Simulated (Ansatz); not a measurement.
Complex (SMILES): C (CH4) with F (HF), atoms 1 to 5 the first; geometry from A24 set, monomers rigid:
```xyz
7

C      0.0000     0.0000     1.7707
H      0.5159    -0.8936     1.4203
H      0.0000     0.0000     2.8581
H      0.5159     0.8936     1.4203
H     -1.0319     0.0000     1.4203
H      0.0000     0.0000    -0.5488
F      0.0000     0.0000    -1.4680
```

Interaction energy at HF with Ansatz (an electronic-structure program), kcal/mol, without and with the counterpoise correction (monomers among the partner's ghost functions). All functions are spherical. No added dispersion term, no relativity. Reference, counterpoise-corrected: the value in aug-pcseg-3, -0.25.

```csv
basis,functions,uncorrected
STO-3G,15,1.25
6-31G,28,-0.66
3-21G,28,-0.82
pcseg-0,28,-0.88
def2-SVP,53,-0.55
cc-pVDZ,53,-0.64
6-311+G**,74,-0.27
def2-TZVP,92,-0.31
pcseg-2,130,-0.29
aug-pcseg-2,207,-0.37
aug-cc-pVTZ,207,-0.32
def2-QZVP,264,-0.31
```

Task: How large is the counterpoise correction in each set?

Result: STO-3G 0.37, 6-31G 0.69, 3-21G 0.85, pcseg-0 1.13, def2-SVP 0.71, cc-pVDZ 0.84, 6-311+G** 0.20, def2-TZVP 0.20, pcseg-2 0.10, aug-pcseg-2 0.14, aug-cc-pVTZ 0.06, def2-QZVP 0.07 kcal/mol. The corrected value lies nearer the reference in 6 of 12 rows.
